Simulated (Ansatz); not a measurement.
Wavefunction ladder for C₃H₈OS, SMILES `CCS(C)=O`

```tsv
atom	x (Å)	y (Å)	z (Å)
C1	-0.5668	-0.9233	-1.2596
C2	-0.5223	0.5027	-0.7503
S3	-0.6074	0.6411	1.0529
C4	1.0143	-0.0449	1.4176
O5	-0.5291	2.0881	1.3647
H6	-0.6964	-0.9325	-2.3436
H7	-1.4026	-1.4746	-0.8217
H8	0.3529	-1.4666	-1.0358
H9	-1.3953	1.0720	-1.0796
H10	0.3702	1.0481	-1.0692
H11	1.1560	0.0598	2.4932
H12	1.7745	0.5304	0.8858
H13	1.0517	-1.1005	1.1456
```

Total charge 0; spin multiplicity 1. The structure was optimised at the PBE0-D4/def2-TZVP level. It is one conformer, not always the lowest. Frozen core, restricted reference, Ansatz. CBS rows extrapolate triple and quadruple zeta; past MP2 they add the triple-zeta difference.

```json
{"basis": "def2-TZVPP", "HF (Eh)": "-590.70634", "MP2 corr.": "-0.95412", "CCSD corr.": "-0.99900", "(T)": "-0.04241", "CCSD(T) total": "-591.74775"}
{"basis": "def2-QZVPP", "HF (Eh)": "-590.72847", "MP2 corr.": "-1.02453", "CCSD corr.": "–", "(T)": "–", "CCSD(T) total": "–"}
{"basis": "CBS(def2)", "HF (Eh)": "-590.73152", "MP2 corr.": "-1.07667", "CCSD corr.": "-1.12155", "(T)": "as TZ", "CCSD(T) total": "-591.89548"}
```
